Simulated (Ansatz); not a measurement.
# Structure optimisation: tin, alpha-Sn (diamond)

Method: DFT, LDA (PW92), plane waves (420 eV) with PAW, scalar-relativistic in Ansatz 0.2.0. (PAW data from PBE, frozen cores regenerated.)

k-point mesh 9×9×9, Fermi-Dirac smearing 0.1 eV, no spin polarisation. Cell and atoms relax.

Starting structure:

```
Sn
1.0
     0.00000    3.24560    3.24560
     3.24560    0.00000    3.24560
     3.24560    3.24560    0.00000
Sn
2
Direct
  0.50000 0.50000 0.50000
  0.75000 0.75000 0.75000
```

Problem. What cell does the relaxation end in?

Solution. Fd-3m with a = 6.476 Å; 33.95 Å³ per atom against 34.19 at the start (-0.7 %).

Problem. How much energy does the relaxation gain?

Solution. 0.2 meV per atom.

Path of the relaxation (the plane waves are chosen anew near the end, which can shift the energy a little):

```json
{"step": "0", "E − E(final) (meV/atom)": "0.23", "V (Å³/atom)": "34.189", "P (GPa)": "-0.31", "max force (eV/Å)": "0.000"}
{"step": "1", "E − E(final) (meV/atom)": "0.02", "V (Å³/atom)": "33.818", "P (GPa)": "0.18", "max force (eV/Å)": "0.000"}
{"step": "2", "E − E(final) (meV/atom)": "-0.03", "V (Å³/atom)": "33.952", "P (GPa)": "0.00", "max force (eV/Å)": "0.000"}
{"step": "3", "E − E(final) (meV/atom)": "0.00", "V (Å³/atom)": "33.952", "P (GPa)": "0.00", "max force (eV/Å)": "0.000"}
```
